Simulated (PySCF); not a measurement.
**C2H3F3 (1,1,2-trifluoroethane) at 6 levels**

Wanted: a comparison of 6 runs (HF/def2-SVP, B3LYP/6-31G*, wB97X/6-311+G**, wB97X/pcseg-2, CCSD(T)/6-31G) of C2H3F3 (1,1,2-trifluoroethane). Input form: a Python script.

Program for the calculation: PySCF 2.14.0.

## Step 1: Starting point

The species is C2H3F3 (8 atoms), meant as a singlet with charge 0. SMILES: `FCC(F)F`. Geometry: relaxed at PBE0-D4/def2-TZVP. This is one conformer, not always the lowest.

Bond lengths: F1–C2 1.367 Å, C2–C3 1.507 Å, C3–F4 1.353 Å, C3–F5 1.353 Å, C2–H6 1.094 Å, C2–H7 1.094 Å, C3–H8 1.097 Å. Some angles: F1–C2–C3 110.8°, C2–C3–F4 110.7°, C2–C3–F5 110.6°, F4–C3–F5 107.7°, F1–C2–H6 109.2°, F1–C2–H7 109.2°, C3–C2–H6 109.0°, C3–C2–H7 109.0°, C2–C3–H8 111.0°, F4–C3–H8 108.4°.

## Step 2: Energy and forces at HF/def2-SVP (run 1)

The input, input.py:

```python
import pyscf.grad
from pyscf import gto

mol = gto.M(
    atom='''
F     -0.985900     1.458500     0.050800
C      0.087900     0.678700     0.379800
C     -0.007400    -0.670200    -0.285700
F     -1.136200    -1.311100     0.094600
F     -0.044700    -0.536600    -1.631300
H      0.112100     0.539700     1.464900
H      1.006200     1.174300     0.050700
H      0.852800    -1.298700    -0.023800
''',
    max_memory=1860,
    verbose=4,
    charge=0,
    basis='def2-svp',
    spin=0,
)

hf = mol.RHF()
hf.conv_tol = 1e-10
hf.kernel()
if not hf.converged:
    hf = hf.newton().run(hf.mo_coeff, hf.mo_occ)

energy = hf.e_tot
print(f'total energy: {energy:.8f} hartree')
grad = hf.Gradients().kernel()
dip = hf.dip_moment()
pop, q = hf.mulliken_pop()
```

On the command line:

```bash
OMP_NUM_THREADS=1 python input.py
```

What it wrote:

```text
PySCF version 2.14.0

[... 64 lines left out ...]
converged SCF energy = -375.488256841425
total energy: -375.48825684 hartree
[... 11 lines left out ...]
Dipole moment(X, Y, Z, Debye):  3.15461, -0.24304,  1.88639
[... 55 lines left out ...]
pop of  3 F 3dxz          0.00170
pop of  3 F 3dx2-y2       0.00209
pop of  4 F 1s            1.99133
pop of  4 F 2s            1.12364
pop of  4 F 3s            0.81458
pop of  4 F 2px           1.19812
pop of  4 F 2py           1.20483
pop of  4 F 2pz           0.93520
pop of  4 F 3px           0.74197
pop of  4 F 3py           0.73987
pop of  4 F 3pz           0.58489
pop of  4 F 3dxy          0.00005
pop of  4 F 3dyz          0.00171
pop of  4 F 3dz^2         0.00532
pop of  4 F 3dxz          0.00148
pop of  4 F 3dx2-y2       0.00003
pop of  5 H 1s            0.77063
pop of  5 H 2s            0.15961
pop of  5 H 2px           0.00247
pop of  5 H 2py           0.00324
pop of  5 H 2pz           0.01949
pop of  6 H 1s            0.77066
pop of  6 H 2s            0.15959
pop of  6 H 2px           0.01370
pop of  6 H 2py           0.00622
pop of  6 H 2pz           0.00529
pop of  7 H 1s            0.78449
pop of  7 H 2s            0.16523
pop of  7 H 2px           0.01251
pop of  7 H 2py           0.00839
pop of  7 H 2pz           0.00233
 ** Mulliken atomic charges  **
charge of    0F =     -0.37141
charge of    1C =      0.32579
charge of    2C =      0.61544
charge of    3F =     -0.34292
charge of    4F =     -0.34303
charge of    5H =      0.04454
charge of    6H =      0.04454
charge of    7H =      0.02705
```

Wall time 8.7 s (1 thread of Intel Xeon at 2.70GHz, shared host); peak memory 0.17 GiB.

## Step 3: Energy and forces at B3LYP/6-31G(d) (spherical functions) (run 2)

The input, calc.py:

```python
import pyscf.grad
from pyscf import gto, dft

molecule = gto.Mole()
molecule.atom = '''
F     -0.985900     1.458500     0.050800
C      0.087900     0.678700     0.379800
C     -0.007400    -0.670200    -0.285700
F     -1.136200    -1.311100     0.094600
F     -0.044700    -0.536600    -1.631300
H      0.112100     0.539700     1.464900
H      1.006200     1.174300     0.050700
H      0.852800    -1.298700    -0.023800
'''
molecule.max_memory = 1860
molecule.basis = '6-31g*'
molecule.verbose = 4
molecule.charge = 0
molecule.build()

myscf = dft.RKS(molecule, xc='b3lyp')
myscf.conv_tol = 1e-10
myscf.grids.level = 5
myscf.kernel()
if not myscf.converged:
    myscf = myscf.newton().run(myscf.mo_coeff, myscf.mo_occ)

etot = myscf.e_tot
print(f'total energy: {etot:.8f} hartree')
grad = myscf.Gradients().kernel()
dip = myscf.dip_moment()
pop, q = myscf.mulliken_pop()
```

On the command line:

```bash
OMP_NUM_THREADS=1 python calc.py
```

What it wrote:

```text
PySCF version 2.14.0

[... 76 lines left out ...]
converged SCF energy = -377.513134331705
total energy: -377.51313433 hartree
[... 12 lines left out ...]
Dipole moment(X, Y, Z, Debye):  2.35094, -0.16255,  1.41421
[... 46 lines left out ...]
pop of  3 F 2px           1.01193
pop of  3 F 2py           1.13900
pop of  3 F 2pz           1.16395
pop of  3 F 3px           0.60077
pop of  3 F 3py           0.69437
pop of  3 F 3pz           0.71452
pop of  3 F 3dxy          0.00547
pop of  3 F 3dyz          0.00135
pop of  3 F 3dz^2         0.00216
pop of  3 F 3dxz          0.00337
pop of  3 F 3dx2-y2       0.00451
pop of  4 F 1s            1.99731
pop of  4 F 2s            0.93402
pop of  4 F 3s            1.03202
pop of  4 F 2px           1.18561
pop of  4 F 2py           1.19429
pop of  4 F 2pz           0.93493
pop of  4 F 3px           0.72441
pop of  4 F 3py           0.72676
pop of  4 F 3pz           0.55859
pop of  4 F 3dxy          0.00027
pop of  4 F 3dyz          0.00440
pop of  4 F 3dz^2         0.00825
pop of  4 F 3dxz          0.00377
pop of  4 F 3dx2-y2       0.00016
pop of  5 H 1s            0.53751
pop of  5 H 2s            0.31848
pop of  6 H 1s            0.53752
pop of  6 H 2s            0.31843
pop of  7 H 1s            0.54718
pop of  7 H 2s            0.34216
 ** Mulliken atomic charges  **
charge of    0F =     -0.31815
charge of    1C =      0.03173
charge of    2C =      0.49721
charge of    3F =     -0.30471
charge of    4F =     -0.30480
charge of    5H =      0.14401
charge of    6H =      0.14404
charge of    7H =      0.11066
```

It took 23 s on 1 thread of Intel Xeon at 2.70GHz, shared host; peak memory 0.75 GiB.

Runs 3 to 5 aren't shown in full; the table further down has their settings and results.

## Step 4: The energy at CCSD(T)/6-31G (run 6)

The input, calc.py:

```python
from pyscf import gto, cc

molecule = gto.M(
    atom=[
    ('F', (-0.985900, 1.458500, 0.050800)),
    ('C', (0.087900, 0.678700, 0.379800)),
    ('C', (-0.007400, -0.670200, -0.285700)),
    ('F', (-1.136200, -1.311100, 0.094600)),
    ('F', (-0.044700, -0.536600, -1.631300)),
    ('H', (0.112100, 0.539700, 1.464900)),
    ('H', (1.006200, 1.174300, 0.050700)),
    ('H', (0.852800, -1.298700, -0.023800)),
],
    spin=0,
    verbose=3,
    basis='6-31g',
    max_memory=1860,
)

mf = molecule.RHF()
mf.conv_tol = 1e-10
mf.kernel()
if not mf.converged:
    mf = mf.newton().run(mf.mo_coeff, mf.mo_occ)

mycc = cc.CCSD(mf, frozen=5)
mycc.kernel()
e_t = mycc.ccsd_t()
etot = mycc.e_tot + e_t
print('Final energy', etot)
mf.analyze()
```

On the command line:

```bash
OMP_NUM_THREADS=1 python calc.py
```

What it wrote:

```text
converged SCF energy = -375.662826761308
E(CCSD) = -376.2174684690617  E_corr = -0.5546417077536552
CCSD(T) correction = -0.00982035033405104
Final energy -376.2272888193957
**** MO energy ****
MO #1   energy= -26.3215987433215  occ= 2
MO #2   energy= -26.32156117128    occ= 2
MO #3   energy= -26.2999077377197  occ= 2
MO #4   energy= -11.4369428046105  occ= 2
MO #5   energy= -11.3509780809432  occ= 2
MO #6   energy= -1.68649869575257  occ= 2
MO #7   energy= -1.61900572290107  occ= 2
MO #8   energy= -1.61547073101619  occ= 2
MO #9   energy= -1.07769692661889  occ= 2
MO #10  energy= -0.910714827674452 occ= 2
MO #11  energy= -0.805338947709417 occ= 2
MO #12  energy= -0.774532600868076 occ= 2
MO #13  energy= -0.770308568157082 occ= 2
MO #14  energy= -0.717555324230784 occ= 2
MO #15  energy= -0.695332759586989 occ= 2
MO #16  energy= -0.667141705896897 occ= 2
MO #17  energy= -0.664977427925518 occ= 2
MO #18  energy= -0.634529912368416 occ= 2
MO #19  energy= -0.597190343151006 occ= 2
MO #20  energy= -0.556735454167168 occ= 2
MO #21  energy= -0.526743387293564 occ= 2
MO #22  energy= 0.217123773161386  occ= 0
MO #23  energy= 0.261781996850954  occ= 0
MO #24  energy= 0.265548655919662  occ= 0
MO #25  energy= 0.268079439346665  occ= 0
MO #26  energy= 0.31989250694006   occ= 0
MO #27  energy= 0.376827955180168  occ= 0
MO #28  energy= 0.442207346861299  occ= 0
MO #29  energy= 0.729786439102047  occ= 0
MO #30  energy= 0.767102416981432  occ= 0
MO #31  energy= 0.779471089321427  occ= 0
MO #32  energy= 0.812094519838206  occ= 0
MO #33  energy= 0.86056256359924   occ= 0
MO #34  energy= 0.861442401361156  occ= 0
MO #35  energy= 1.0111101454828    occ= 0
MO #36  energy= 1.10315085248377   occ= 0
MO #37  energy= 1.13532039647212   occ= 0
MO #38  energy= 1.16049905218436   occ= 0
MO #39  energy= 1.43121436355298   occ= 0
MO #40  energy= 1.5339465622682    occ= 0
MO #41  energy= 1.56554160777615   occ= 0
MO #42  energy= 1.57771032771683   occ= 0
MO #43  energy= 1.59091519631487   occ= 0
MO #44  energy= 1.61766775891099   occ= 0
MO #45  energy= 1.72013751061119   occ= 0
MO #46  energy= 1.73645957447761   occ= 0
MO #47  energy= 1.74880575757877   occ= 0
MO #48  energy= 1.85741460788036   occ= 0
MO #49  energy= 2.33090522366862   occ= 0
MO #50  energy= 2.43931126962818   occ= 0
MO #51  energy= 2.70260822879177   occ= 0
 ** Mulliken atomic charges  **
charge of    0F =     -0.32840
charge of    1C =      0.10853
charge of    2C =      0.47881
charge of    3F =     -0.31710
charge of    4F =     -0.31718
charge of    5H =      0.12546
charge of    6H =      0.12549
charge of    7H =      0.12439
Dipole moment(X, Y, Z, Debye):  3.67227, -0.28572,  2.19451
```

It took 5.7 s on 1 thread of Intel Xeon at 2.70GHz, shared host; peak memory 0.18 GiB.

## Step 5: Overview of the runs

| run | level | integration grid | Cartesian functions | energy (Eh) | dipole moment (D) of the reference | HOMO energy (eV) | LUMO energy (eV) | wall time |
| --- | --- | --- | --- | --- | --- | --- | --- | --- |
| 1 | HF/def2-SVP | – | no | -375.488257 | 3.68 | -14.24 | 4.64 | 8.7 s |
| 2 | B3LYP/6-31G* (spherical functions) | 5 | no | -377.513134 | 2.75 | -8.94 | 2.22 | 23 s |
| 3 | B3LYP/6-31G* (Cartesian functions) | 5 | yes | -377.517802 | 2.74 | -8.95 | 2.21 | 26 s |
| 4 | wB97X/6-311+G** | 5 | no | -377.570055 | 3.47 | -12.38 | 1.83 | 98 s |
| 5 | wB97X/pcseg-2 | 5 | no | -377.611480 | 3.26 | -12.29 | 2.45 | 6.1 min |
| 6 | CCSD(T)/6-31G | – | no | -376.227289 | 4.29 | -14.33 | 5.91 | 5.7 s |

## Step 6: Summary of results

| quantity | value |
| --- | --- |
| run 6: total energy | -376.22729 Eh |
| run 6: dipole moment (Hartree–Fock density) | 4.29 D |
| run 6: HOMO energy (Hartree–Fock orbitals) | -14.33 eV |
| run 6: LUMO energy (Hartree–Fock orbitals) | 5.91 eV |
| run 6: HOMO–LUMO gap (Hartree–Fock orbitals) | 20.24 eV |
| run 6: correlation energy (5 core orbitals frozen) | -564.5 mEh |
| run 6: (T) correction | -9.82 mEh |
| run 6: T1 diagnostic | 0.010 |

**Reading.** Over runs 1, 2, 3, 4, 5 the dipole moment (its size) runs from 2.74 D (B3LYP/6-31G*) to 3.68 D (HF/def2-SVP). The two ends differ in method and basis. Over runs 1, 2, 3, 4, 5 the HOMO–LUMO gap runs from 11.16 eV (B3LYP/6-31G*) to 18.88 eV (HF/def2-SVP). Totals of different functionals can't be ranked against each other. All runs together took 8.8 min, the longest 6.1 min.
